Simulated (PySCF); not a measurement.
## NMR data sheet: C-Cyanomethanimine

- Formula: C2H2N2
- SMILES: [H]/N=C/C#N
- InChI: InChI=1S/C2H2N2/c3-1-2-4/h1,3H/b3-1+
- Point group of the computed structure: Cs
- Degrees of unsaturation: 3
- Carbon signals: 2
- Proton signals: 2

Bonds (- single, = double, # triple, : aromatic): N2=C3 1.263 Å, C3-C4 1.441 Å, C4#N5 1.150 Å. N2 carries H1; C3 carries H6. Stereochemistry as in [H]/N=C/C#N.

No solvent, a single conformation, non-relativistic Hamiltonian. Geometry from PBE0-D3(BJ)/def2-TZVP; GIAO B97-2/pcSseg-2 shieldings; PySCF 2.14.0 with density-fitted response routines.

δ = σ(ref) − σ, references computed at the same level: 1H (31.64 ppm) and 13C (185.38 ppm) against TMS; NH3 for 15N (261.75 ppm).

```tsv
carbon	δC, type	δH (multiplicity)	HMBC from (2–3 bonds)	span of the C tensor (ppm)
C3	155.2, CH	7.86 (s)	–	224
C4	121.7, C	–	H6	339
```

Other nuclei:
```json
{"atoms": "H1", "nucleus": "1H", "environment": "hydrogen on an imine nitrogen", "δ (ppm)": "11.90", "σ (ppm)": "19.74"}
{"atoms": "N2", "nucleus": "15N", "environment": "imine nitrogen", "δ (ppm)": "404.5", "σ (ppm)": "-142.7"}
{"atoms": "N5", "nucleus": "15N", "environment": "nitrile nitrogen", "δ (ppm)": "313.8", "σ (ppm)": "-52.1"}
```

Carbon types of the structure: 1 × C, 1 × CH, leaving 1 H on heteroatoms. δC 155.2: C=N carbon. δC 121.7: nitrile carbon; this is the usual window of a C≡N carbon, which has no attached hydrogen. δH 11.90: hydrogen on an imine nitrogen; exchangeable; this is the value without hydrogen bonding to other molecules. δH 7.86: hydrogen on a C=N carbon.

OH/NH shifts are gas-phase values; hydrogen bonding in solution moves them, usually downfield. Shifts are as computed. Against solution values, carbons near 30 ppm lie about +3 ppm off and those near 130 ppm about +7 ppm. Of 1211 compounds with measured shifts, 218 miss one by over three times the rms of a fit or turn the order of signals round; such compounds aren't used in these exercises. Experimental scales use liquid or dissolved standards, which lie at an offset from isolated NH3 (liquid NH3: subtract about 20 ppm). Unscaled 15N shifts of sp2 nitrogen come out 20 to 40 ppm too high even then.
